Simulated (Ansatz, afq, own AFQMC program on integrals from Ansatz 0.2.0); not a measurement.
AFQMC on a folder of integrals that Ansatz 0.2.0 wrote.

```yaml
crystal:
  periodic: [false, false, false]
  atoms:
    - {symbol: Al, position_ang: [0.000000, 0.033682, 0.621048]}
    - {symbol: C, position_ang: [0.000000, -0.124908, -1.222629]}
    - {symbol: H, position_ang: [0.000000, 0.586788, -2.055880]}
basis:
  gaussian: {orbitals: 6-31G}
magnetization: {spin_polarized: false}
correlation: {method: ccsd_t, electrons: outside_noble_gas, hamiltonian_folder: ham}
```

```sh
$ ansatz run in.yaml --threads 1 --pin off --events-out ev --progress --plain --max-ram 1843MiB
```

Options of the walk:

```
--method phaseless --trial cisd --walkers 200 --populations 1 --least-time 40 --time-step 0.005 --steps-per-block 50 --equilibration-blocks 28 --max-blocks 300 --target-error 0.00034 --factor-cut 1e-05 --seed 9842 --release-times 0.24,0.51,0.99,1.62,2.4 --release-step 0.03 --release-every 4 --taylor-order 6
```

Times are imaginary, in 1/Eh. The walk had a cap of 311 s.

afq prints:

```
orbitals 18  electrons 4 4  factors 109 of 297
reference energy -280.13772545 Eh
CCSD correlation -0.14507988 Eh in 17 cycles, weight of the determinant in the CISD state 0.6266
energy of the start -280.282805 Eh
 block  time / (1/Eh)  mean weight  energy / Eh
     1     0.250  1.0002  -280.281592
     2     0.500  0.9998  -280.281808
     3     0.750  1.0001  -280.282593
     4     1.000  0.9998  -280.284008
     5     1.250  1.0003  -280.283219
     9     2.250  1.0000  -280.286028
    33     8.250  1.0010  -280.287835
    65    16.250  0.9995  -280.281714
    73    18.250  1.0010  -280.300676
    97    24.250  0.9996  -280.288149
   129    32.250  0.9978  -280.287444
   161    40.250  0.9999  -280.284447
   193    48.250  1.0006  -280.286900
   225    56.250  1.0006  -280.294485
   257    64.250  1.0000  -280.291237
   289    72.250  1.0005  -280.291692
   321    80.250  0.9963  -280.291701
blocks merged  error / Eh  count
     1  0.000251  300
     2  0.000313  150
     4  0.000373  75
     8  0.000397  37
    16  0.000448  18
    32  0.000427  9
released: time / (1/Eh)  energy / Eh  error  mean overlap
  0.24  -280.291008  0.000524  1.0017
  0.51  -280.291764  0.000542  1.0052
  0.99  -280.292457  0.000456  1.0060
  1.62  -280.292736  0.000569  1.0118
  2.40  -280.293308  0.000552  1.0084
energy -280.290504 +/- 0.000448 Eh
(rows thinned)
```

The run passed its tests (sampling time, drift between the halves within three errors, error under three times the target), which doesn't prove that it has relaxed. The second half of the sampling lies below the first by 1.7 errors of their difference, so the energy may still be moving and its error bar be too small.

Against this walk (error 12.2 meV) on the same determinant: CCSD(T) 96.1 meV lower, CCSDT(Q) 197.8 meV lower, CCSDTQ 150.7 meV lower, full CI 153.4 meV lower. The error is statistical and leaves out the bias of the constraint. The released energies are still falling (meV from the phaseless value at times in 1/Eh: -14 ± 14 at 0.24, -34 ± 15 at 0.51, -53 ± 12 at 0.99, -61 ± 15 at 1.62, -76 ± 15 at 2.40), so they give no level; they do show a bias of the constraint, and the last of them that isn't too noisy lies 77 meV above full CI. Full CI is exact here, so the walk's 153 meV above it is the walk's own error: the bias of the constraint with this trial, or a walk that hasn't relaxed. The determinant is a poor start (see the cautions), so the low cluster orders aren't to be relied on, and full CI is the sure value.

Cautions: constraint bias not in the error; error above the target (12.2 against 9.3 meV); higher spins were not checked; restricted determinant unstable towards unrestricted (UHF 1.45 eV lower, ⟨S²⟩ 1.17); the search met a lower determinant of the same kind, perhaps of another symmetry (58 meV lower), and this one is a saddle point; strong correlation (T1 0.128, weight of the determinant 0.63, largest double 0.17); (T) is large, 8 % of the CCSD correlation; CCSDTQ on the UHF determinant differs (757 meV lower), perhaps since the unrestricted series falls towards higher spin.

The walk took 120 s on 1 thread of Arm Neoverse V1 (shared host). The log's last line is the phaseless energy.

CCSDT and higher add their correlation energy to the determinant of the CCSD(T) run, since their own runs factorise the integrals more tightly (a shift of under 2 meV). A walk keeps the symmetry of its determinant, which the program's search chose and which needn't be the lowest solution, so a lower state of the same spin and another symmetry isn't excluded.
